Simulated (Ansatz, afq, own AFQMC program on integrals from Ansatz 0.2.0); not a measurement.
# Where AFQMC and coupled cluster stand for GeNH2, sextet

```xyz
4

Ge    0.0000    0.0000    0.4319
N     0.0000    0.0000   -1.8834
H     0.0000    0.8309   -2.4773
H     0.0000   -0.8309   -2.4773
```

Connectivity, by distances: Ge–NH2.

Basis cc-pVDZ. Noble-gas cores (and the filled d shells of Ga–Kr and In–Xe) are frozen. AFQMC by an in-house program on the Cholesky factors that Ansatz 0.2.0 writes for its CCSD(T) run. The CISD trial takes its coefficients from CCSD amplitudes. Released means that phaseless walkers are propagated on without the constraint, phases kept. Uncertainties: one standard error, sampling alone. No spin–orbit coupling.

Determinant: UHF, the one that the program's search chose, which needn't be the lowest solution. The geometry is a PBE0/def2-TZVP stationary point of this or a neighbouring charge and spin state.

No full CI on the walks' own integrals is used here; CCSDT(Q) serves as the reference and is uncertain by about the last step of the cluster series.

Cautions: no relativity below Rb; no spin-orbit coupling; inner d shell frozen; another spin lies lower (by 4.89 eV); CCSDT(Q) on the ROHF determinant differs (34 meV higher), by its state or its frozen core.

The T1 diagnostic is 0.0206 and the weight of the determinant in the CISD state is 0.913. The ⟨S²⟩ of the determinant is 8.765 and the size of the correlated space is 11 electrons in 36 orbitals.

```
  level  correlation energy (eV)
    MP2                  -4.5734
   CCSD                  -5.2835
CCSD(T)                  -5.3951
```

(1) Estimate where AFQMC with the constraint released lies against CCSD(T) on the same integrals.

(1) 23.5 ± 2.8 meV below CCSD(T).

Reference: CCSDT(Q), correlation energy -5.422 eV. The released energy is read at 2.40 1/Eh (meV from the phaseless value at times in 1/Eh: -1.3 ± 2.3 at 0.24, -3.1 ± 1.7 at 0.51, -5.4 ± 1.8 at 0.99, -2.1 ± 1.4 at 1.62, -2 ± 3 at 2.40).

```json
{"level": "CCSD(T)", "E − E(reference) (meV)": "26.9", "share of correlation (%)": "99.50"}
{"level": "CCSDT", "E − E(reference) (meV)": "8.3", "share of correlation (%)": "99.85"}
{"level": "ph-AFQMC/HF", "E − E(reference) (meV)": "57.6 ± 16.9", "share of correlation (%)": "98.94"}
{"level": "ph-AFQMC/CISD", "E − E(reference) (meV)": "5.2 ± 3.2", "share of correlation (%)": "99.90"}
{"level": "released AFQMC", "E − E(reference) (meV)": "3.4 ± 2.8", "share of correlation (%)": "99.94"}
```

A walk keeps the symmetry of its determinant, which the program's search chose and which needn't be the lowest solution, so a lower state of the same spin and another symmetry isn't excluded. Released energies are given only where the last usable release times agree within the noise; a slower fall can still hide under it.
